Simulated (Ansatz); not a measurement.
## Elastic constant C12 of some elemental metals

Method: BLYP (Ansatz, an electronic-structure program, plane waves, PAW). References are measured values at low temperature. The table is a random draw of 6 from 9 solids with such references.

Values in GPa.

| solid | reference | BLYP | error (%) |
|---|---|---|---|
| bcc Mo | 160¶ | ? | ? |
| hcp Ti | 87 | 74.8 | -14.0 |
| hcp Mg | 25.9¶ | 20.4 | -21 |
| bcc Ta | 158¶ | 152 | -3.8 |
| hcp Zr | 67.2 | 62.0 | -7.7 |
| bcc W | 205¶ | 180 | -12.2 |

Estimate the withheld BLYP value.

The errors of the other rows run from -21 % to -3.8 %, with a median of -12.2 %; carried to the reference 160 it gives 140 GPa. The run gives 147 GPa (-8.1 %), +5.0 % from the estimate; the row was drawn at random, and such an estimate is rough. Over these 6 solids the mean error is -11.2 %, the mean absolute error 11.2 % (median 10.2 %), and the worst case hcp Mg at -21 %; the value is below the reference in 6 of 6 cases. Over all 9, from unrounded values, the mean error is -10.3 % and the mean absolute error 13.2 % (median 13.3 %).

All these references are low-temperature values that still hold zero-point motion.

Spin–orbit coupling is left out, also for the solids with elements from indium on (bcc Ta, bcc W); its size isn't shown.

¶ marks references of a special kind: bcc Mo, 160 GPa (measured, 0 K, 300 K values taken to 0 K by the source's computed thermal shift; zero-point effects included; as tabulated in Gong and Corso (2024), arXiv:2406.16634); hcp Mg, 25.9 GPa (measured, 0 K, extrapolated to 0 K; zero-point effects included; as tabulated in Ibrahim et al. (2023), arXiv:2305.03577); bcc Ta, 158 GPa (measured, 0 K, extrapolated to 0 K; zero-point effects included; as tabulated in Wang et al. (2022), arXiv:2209.12322); bcc W, 205 GPa (measured, 0 K, extrapolated to 0 K; zero-point effects included; as tabulated in Wang et al. (2022), arXiv:2209.12322).

Differences are worked out from the printed values.

Each level is taken at its own relaxed cell. Caveats: shear constants of such metals converge slowly with the k mesh (bcc Mo, bcc Ta, bcc W). Ansatz's density-functional and Hartree–Fock values are scalar-relativistic unless marked +SOC, with PAW data made under PBE.

Ansatz's runs of these crystals have no spin polarisation.

Not in this set, of the elemental metals with a reference value in our tables and a result at some level: 12 for no value at BLYP (not run, a failed fit, an unstable or unbound cell, or a value held back for tests); 12 for a reference at room or unstated temperature; 1 for sources at odds. These can be a level's best or worst cases. Solids without a released value at any level aren't counted. L1₀ solids are left out, as their cells have other axes than the references. Layered and molecular crystals are counted apart. The metals Ce to Yb are counted apart.

References as tabulated in Wang et al. (2022), arXiv:2209.12322; Gong and Corso (2024), arXiv:2406.16634; Ferrari et al. (2019), arXiv:1905.01197; Ibrahim et al. (2023), arXiv:2305.03577 and others.
